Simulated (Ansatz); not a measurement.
Input for Ansatz (development build ahead of 0.2.0):

```yaml
crystal:
  periodic: [false, false, false]
  atoms:
    - { symbol: F, position_ang: [0.0, 0.0, 0.0] }
    - { symbol: F, position_ang: [0.0, 0.0, 1.4542] }
basis:
  gaussian: { orbitals: def2-SVP }
total_charge: 1
magnetization:
  spin_polarized: true
  initial_magnetization: 1
hamiltonian:
  xc: hf
correlation:
  method: mp2
  frozen_orbitals: { F: 1 }
scf:
  omitted_lower_state_checks: [stability, starts, atomic_configurations, cluster_reference, orbital_swaps, given_window_search, neighbouring_geometries, increment]
```

The input is written out in the form of the current development build from the run's settings.

Output:

```yaml
Converged: yes
Reference_energy: -197.88656 hartree
Correlation_energy: -0.45576 hartree
Total_energy: -198.34231 hartree
Spin_squared_of_the_determinant: 0.765
Occupied_orbitals_by_symmetry_in_an_Abelian_subgroup_alpha;_beta: 3 Ag 2 B1u 1 B2g 1 B2u 1 B3g 1 B3u; 3 Ag 2 B1u 1 B2g 1 B2u 1 B3u
```

Messages of the program:
```
mean field -5384.76752628 eV, -197.8865566644 hartree, gradient 8.4e-7 eV, S^2 0.764804; 0 other ends of a descent, 0 dependent functions left out
```

The reference isn't the lowest determinant (another lies 1.97 eV lower), but the same method gives a higher total on the lower determinant. Caution: MP2 on this radical cation hangs on the determinant chosen.
